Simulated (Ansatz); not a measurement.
A run for Ansatz (an electronic-structure program): R-CCSD(T)/aug-cc-pVQZ on HF (SMILES F).

Ansatz 0.2 input:
```yaml
crystal:
  periodic: [false, false, false]
  atoms:
    - {symbol: F, position_ang: [0.00000000, 0.00000000, 0.00000000]}
    - {symbol: H, position_ang: [0.91538107, 0.00000000, 0.00000000]}
basis:
  gaussian:
    orbitals: aug-cc-pVQZ
magnetization: {spin_polarized: false}
correlation: {method: ccsd_t, electrons: outside_noble_gas}
scf: {lower_state_search: off}
```

The head of its log:

```
WARN ansatz: RAYON_NUM_THREADS=2 ignored (pool sized by the plan → 2); use --threads N
Functional definition: HF
these checks for a lower state are left out or cut short: stability, starts, cluster_reference, orbital_swaps, neighbouring_geometries, increment
integrals: 0.21 GiB planned
771 factors; integrals over basis functions are off by at most 1.3e-3 eV
mean field: 0.18 GiB planned
mean field evaluation 1: about -2722.0462 eV, gradient 2.5e1 eV
mean field evaluation 2: about -2722.0462 eV, gradient 2.5e1 eV
mean field evaluation 4: about -2723.0017 eV, gradient 1.2e0 eV
mean field evaluation 8: about -2723.0062 eV, gradient 5.4e-5 eV
mean field -2723.00622099 eV, -100.0686329014 hartree, gradient 1.5e-6 eV, S^2 0.000000; 0 other end points of the search recorded, 0 dependent functions left out
1 core orbitals not correlated
reference -2723.00622099 eV, -100.0686329014 hartree; 4, 4 occupied and 121, 121 virtual orbitals, 771 factors
```

Q: Predict the final total energy.

A: -100.3774 hartree (reference determinant -100.0686, T1 diagnostic 0.009).
